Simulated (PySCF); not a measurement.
# NS(OH): fields on a plane

All numbers come from PySCF, PBE0, basis N def2-TZVP, S def2-TZVP, O def2-TZVP, H def2-TZVP (no relativity, density fitting).

The singlet minimum has N–O 1.353 Å, N–S 1.563 Å, O–H 0.968 Å; H–O–N 103.4°, O–N–S 114.2°.

The plane holds N1 at (0.00, 0.00), S2 at (1.56, 0.00), O3 at (-0.55, 1.23), H4 at (-1.51, 1.05) Å. Columns run from x = -3.45 to 3.75 Å, rows from y = 3.45 (top) to -1.95 Å, in steps of 0.3 Å. Other isomers or separated fragments may lie lower.

Task: Give the electron density (e/Å³) (cut at 5 e/Å³). Lower edges of the bins (e/Å³): '0' 0.000, '1' 0.030, '2' 0.076, '3' 0.151, '4' 0.268, '5' 0.455, '6' 0.750, '7' 1.218, '8' 1.960, '9' 3.136; top 5.00.

Result: 
```
0000000000000000000000000
0000000000000000000000000
0000000000000000000000000
0000000001110000000000000
0000000123332100000000000
0000001346653200000000000
0000023579985211111100000
0000135799996322332210000
0000137899996434454321000
0000135678986555666532000
0000013456888767787642100
0000001236899877999642100
0000000136899877999642100
0000000135788766787642100
0000000123565545666531000
0000000012333334454321000
0000000001111112332210000
0000000000000001111100000
0000000000000000000000000
```

Task: Give the electrostatic potential (V) (cut at 20 V). Every second row and column.

Result: 
```
 0.4  0.4  0.4  0.2  0.0 -0.3 -0.4 -0.4 -0.4 -0.4 -0.3 -0.2 -0.2
 0.6  0.7  0.7  0.5  0.1 -0.5 -0.7 -0.7 -0.6 -0.5 -0.4 -0.3 -0.2
 0.8  1.1  1.5  1.7  1.4  0.4 -0.9 -0.8 -0.8 -0.8 -0.6 -0.4 -0.3
 1.0  1.7  3.5  7.2 16.7 20.0  3.9  0.0 -0.5 -0.8 -0.7 -0.4 -0.2
 1.1  2.1  5.8 20.0 20.0 20.0 12.1  3.5  5.5  3.5  0.5 -0.1 -0.1
 1.0  1.7  3.6  7.3  7.9 20.0 20.0 16.7 20.0 20.0  6.6  0.9  0.2
 0.7  1.0  1.5  1.5  2.2 20.0 20.0 20.0 20.0 20.0 10.3  1.4  0.3
 0.5  0.5  0.5  0.0 -0.8  1.9  8.1  7.3 20.0 15.6  3.2  0.6  0.1
 0.3  0.2  0.1 -0.3 -0.9 -1.1 -0.4  0.1  0.4  0.0 -0.2 -0.1 -0.1
 0.2  0.1  0.0 -0.3 -0.6 -0.7 -0.7 -0.7 -0.9 -0.9 -0.6 -0.3 -0.2
```
